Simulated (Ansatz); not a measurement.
AlClF, SMILES [F][Al][Cl]: a ladder of basis sets, run with the Python package of Ansatz (0.2.0).

The script, `alclf.py`:
```python
"""How the energy of AlClF converges with the basis."""

import ansatz


def main() -> None:
    geometry = (
        ansatz.Crystal.molecule()
        .atom("F", (-1.0523, 1.1557, -0.4588))
        .atom("Al", (-0.4324, -0.4625, -0.2839))
        .atom("Cl", (1.4737, -0.758, 0.7295))
    )

    model = geometry.calculation().functional("hf").spin("collinear", total=1)

    energies = {}
    for basis in ["cc-pVDZ", "cc-pVTZ", "cc-pVQZ"]:
        data = model.basis(gaussian=basis).run().report
        size = data["n_frozen"] + data["n_occupied"][0] + data["n_virtual"][0]
        energies[basis] = (data["reference_energy_ev"] / 27.211386246, data["free_energy_ev"] / 27.211386246)
        print(f"{basis:14s} {size:4d} orbitals  reference {energies[basis][0]:14.6f} Ha  total {energies[basis][1]:14.6f} Ha")

    last = energies["cc-pVQZ"][1]
    for basis, (_, total) in energies.items():
        print(f"{basis:14s} lies {27.211386 * (total - last):9.4f} eV above cc-pVQZ")


if __name__ == "__main__":
    main()
```

How far does the total energy move along this ladder of basis sets?

Against cc-pVDZ: cc-pVTZ -65.4 mHa and cc-pVQZ -83.0 mHa. The last step alone is -17.60 mHa. From the first set to the last the time grows from 0.8 to 6.2 s.

The run itself:

```console
$ python alclf.py
cc-pVDZ          50 orbitals  reference    -800.976659 Ha  total    -800.976659 Ha
cc-pVTZ          98 orbitals  reference    -801.042041 Ha  total    -801.042041 Ha
cc-pVQZ         173 orbitals  reference    -801.059638 Ha  total    -801.059638 Ha
cc-pVDZ        lies    2.2580 eV above cc-pVQZ
cc-pVTZ        lies    0.4788 eV above cc-pVQZ
cc-pVQZ        lies    0.0000 eV above cc-pVQZ
```

The drop along the ladder measures the basis error, and is no property of the molecule. The geometry is a force-field or estimated start, not a minimum of this method, and the last set is no limit. Much of the fall in a total is atomic energy, which cancels in bond and reaction energies. The species is open-shell (spin multiplicity 2). For Al to Cl the sets with a tight d function, cc-pV(X+d)Z, are usual. It ran for 9.7 s on 1 thread of Arm Neoverse N1, with other jobs on the host, peak memory 0.41 GiB.
